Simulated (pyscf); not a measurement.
## Routes from `[NH2][SiH]([Cl])[Cl]` + `[OH2]`

Candidate steps break at most two bonds and form at most two. Each was searched with GFN2-xTB (tblite) first. Optimised with ωB97X-D3(BJ)/def2-SVP in PySCF. Energies: ωB97M-D3(BJ)/def2-TZVP, kJ/mol, from the separated reactants, singlet surface; ΔG‡ with ideal gas, 1 atm, RRHO with modes under 100 cm⁻¹ raised to 100, one conformer, R ln 2 for chiral ones without a mode under 150 cm⁻¹.

```
products                                type    ΔE‡     ΔE  ΔG‡ 298 K  ΔG‡ 900 K  ν‡ (cm⁻¹)
----------------------  --------------------  -----  -----  ---------  ---------  ---------
H₂N–SiH(OH)–Cl + HCl    four-centre exchange   36.7  -12.1       83.2      184.1       283i
H₂N–Si(OH)(Cl)–Cl + H₂  four-centre exchange  137.5  -94.5      180.5      280.7      1367i
```

Row 1: On the reactant side the descent ends in an adduct with a O–Si contact, 22.8 kJ/mol over the separated species and 17.9 kJ/mol under the saddle at ωB97X-D3(BJ)/def2-TZVP. On the product side the descent ends in a complex, 22.5 kJ/mol under the separated species and 67.0 kJ/mol under the saddle at ωB97X-D3(BJ)/def2-TZVP. Row 2: On the reactant side the descent ends in a complex, 29.1 kJ/mol under the separated species and 167.7 kJ/mol under the saddle at ωB97X-D3(BJ)/def2-TZVP. 

Plain bond fissions and candidates not yet searched are not listed, and one of them may be faster. Each barrier is that of the saddle found; lower ones may exist.
